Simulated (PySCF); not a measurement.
**Working out the ionisation energy of O**

O [He] 2s2 2p4 (3P) → O⁺ [He] 2s2 2p3 (4S). Computed with PySCF 2.14 in ANO-RCC-VTZP, with scalar relativity by spin-free X2C-1e. Frozen: nothing. Energies in hartree (1 hartree = 27.21139 eV):

| part | O (lower) | O⁺ (upper) |
| --- | --- | --- |
| UHF | -74.870627 | -74.428428 |
| MP2 opposite-spin | -0.109500 | -0.070389 |
| MP2 same-spin | -0.036285 | -0.028999 |

Question: What does Hartree-Fock give?

Answer: (-74.428428) − (-74.870627) = 0.442199 hartree = 12.033 eV.

Question: What do MP2 and SCS-MP2 (6/5 opposite-spin, 1/3 same-spin) give?

Answer: The opposite-spin parts differ by 1.064 eV and the same-spin parts by 0.198 eV. MP2: 12.033 + (1.064) + (0.198) = 13.295 eV. SCS-MP2: 12.033 + 1.2 × (1.064) + (0.198)/3 = 13.376 eV.

Measured between the centres of the two terms (NIST): 13.608 eV, so MP2 (valence and next inner shell) is off by -0.313 eV.

What remains against the reference includes basis incompleteness and correlation beyond second order.
